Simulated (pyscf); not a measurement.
Thermochemistry of product channels of methane (CH₄) + hydroxyl (OH•) on the doublet surface, in kcal/mol, from ωB97M-D3(BJ)/def2-TZVP energies (ideal gas, 1 atm, RRHO with modes under 100 cm⁻¹ raised to 100, one conformer, R ln 2 for rigid chiral ones). PySCF, gas phase, ωB97X-D3(BJ)/def2-SVP geometries.

```csv
products,ΔE,ΔH(298 K),ΔG(600 K),ΔG(1200 K)
methyl (CH₃•) + water (H₂O),-9.9,-10.9,-13.9,-17.5
hydroxymethyl (•H₂C–OH) + hydrogen (H₂),+8.7,+5.5,+4.3,+1.6
methanol (H₃C–OH) + H atom (H•),+14.8,+13.5,+15.1,+15.8
methoxy (H₃C–O•) + hydrogen (H₂),+15.7,+11.8,+11.1,+9.5
```

These are energies of the channels, which say nothing of barriers. Left out: orbital degeneracy and the spin-orbit lowering of OH. The orbital near-degeneracy of the XH₃O or XH₃S radical is left out.
